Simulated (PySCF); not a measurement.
**Löwdin shares of the frontier orbitals**

Compound: 4-methylisothiazole, C4H5NS.
Structure used (PBE0-D3(BJ)/def2-SVP), in Å, numbered top down from 1:
```
atom  x, y, z in Å
C1    -1.3294   -0.3484    0.5834
C2    -0.0017    0.0422    0.0184
C3     0.8287   -0.8052   -0.7799
N4     1.9684   -0.3122   -1.2004
S5     2.1232    1.2424   -0.6523
C6     0.6246    1.2566    0.1703
H7    -1.2404   -1.2310    1.2362
H8    -2.0428   -0.6047   -0.2158
H9    -1.7673    0.4657    1.1765
H10    0.5699   -1.8329   -1.0568
H11    0.2668    2.1274    0.7205
```

Theory: PySCF, TDDFT CAM-B3LYP/def2-SVPD, vertical, gas phase, core orbitals frozen in the response.

Frontier orbitals with the atoms that hold most of them (Löwdin shares over 4%, at most four atoms; ? is withheld):

```csv
orbital,ε (eV),atoms
HOMO-3,-11.39,"S5 55%, C6 13%, C1 7%, C2 7%"
HOMO-2,-9.78,"N4 62%, C3 11%, S5 10%, C2 5%"
HOMO-1,-9.16,?
HOMO,?,"S5 35%, C2 22%, C3 13%, C6 11%"
LUMO,0.17,?
LUMO+1,1.07,"S5 46%, C1 13%, H11 6%, C6 6%"
LUMO+2,1.40,"S5 44%, C1 16%, H9 6%, N4 6%"
```

(1) Which atoms hold the LUMO, and with what shares?

(2) Give the leading atoms of the HOMO-1.

(3) What is the HOMO energy, and the HOMO–LUMO gap?

Answers

(1) N4 (bonded to C and S) 23%; C6 (bonded to C, S and H) 22%; S5 (bonded to C and N) 22%; C3 (bonded to C, N and H) 14%. By element: carbon 36% or more, nitrogen 23%, sulfur 22%.

(2) C6 (bonded to C, S and H) 28%; N4 (bonded to C and S) 27%; S5 (bonded to C and N) 15%; C3 (bonded to C, N and H) 15%. By element: carbon 43% or more, nitrogen 27%, sulfur 15%.

(3) ε(HOMO) = -8.48 eV; the gap is 8.65 eV (0.3180 hartree).

Task: The HOMO–LUMO gap is 8.65 eV. Where does the response calculation put the lowest singlet, and from which orbitals?

Result: S1 is at 5.56 eV (f = 0.125), 3.10 eV below the gap, made of HOMO→LUMO (93%). 

Task: Give energy, strength and leading configuration of S1, S2 and S4, and follow the Löwdin shares of the leading atoms from the occupied to the empty orbital.

Result: 
- S1 (5.56 eV, f 0.125), HOMO→LUMO (93%): S5 35% → 22%, C2 22% → at most 15%, N4 at most 11% → 23%, C6 11% → 22%
- S2 (5.76 eV, f 0.0027), HOMO-2→LUMO (96%): N4 62% → 23%, C3 11% → 14%, C6 at most 6% → 22%
- S4 (6.28 eV, f 0.052), HOMO-1→LUMO (91%): C6 28% → 22%, N4 27% → 23%

Löwdin shares depend on the basis, the more so with diffuse functions.
